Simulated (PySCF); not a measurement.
**Working out the ionisation energy of O**

O [He] 2s2 2p4 (3P) → O⁺ [He] 2s2 2p3 (4S). All numbers are calculated (PySCF 2.14, the spin-free X2C one-electron Hamiltonian (Gaussian nucleus), in jorge-DZP-DKH). Frozen: 1s2. Energies in hartree (1 hartree = 27.21139 eV):

| part | O (lower) | O⁺ (upper) |
| --- | --- | --- |
| UHF | -74.857166 | -74.416621 |
| CCSD correlation | -0.112885 | -0.081106 |
| (T) | -0.001142 | -0.000502 |

What does Hartree-Fock give?

(-74.416621) − (-74.857166) = 0.440545 hartree = 11.988 eV.

What do CCSD and CCSD(T) give?

The CCSD correlation energies differ by 0.031779 hartree = 0.865 eV and the triples by 0.000640 hartree = 0.017 eV, so CCSD gives 12.853 eV and CCSD(T) 12.870 eV.

Measured between the centres of the two terms (NIST): 13.608 eV, so CCSD(T) (valence) is off by -0.738 eV.

A double-zeta basis recovers only part of the correlation energy.

What remains against the reference includes basis incompleteness, the frozen core and higher excitations.
